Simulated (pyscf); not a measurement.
H₂C=CH–SiH₂–Cl + H₂ → H₂C=CH–SiH₃ + HCl (four-centre exchange; singlet surface; Cl–Si, H–H broken, H–Si, Cl–H formed). Optimised with ωB97X-D3(BJ)/def2-SVP in PySCF. Energies in eV from the separated reactants.

```
level                   barrier  reaction energy
----------------------  -------  ---------------
ωB97X-D3(BJ)/def2-TZVP     2.36            +0.93
PBE/def2-TZVP              2.01            +0.80
PBE0-D3(BJ)/def2-TZVP      2.13            +0.84
M06-2X/def2-TZVP           2.36            +0.94
ωB97M-D3(BJ)/def2-TZVP     2.30            +0.83
HF/def2-TZVP               2.94            +0.70
```

The functionals in the table span 0.35 eV in this barrier, from PBE to ωB97X-D3(BJ)/def2-TZVP. One saddle was located; it need not be the lowest between these sides.
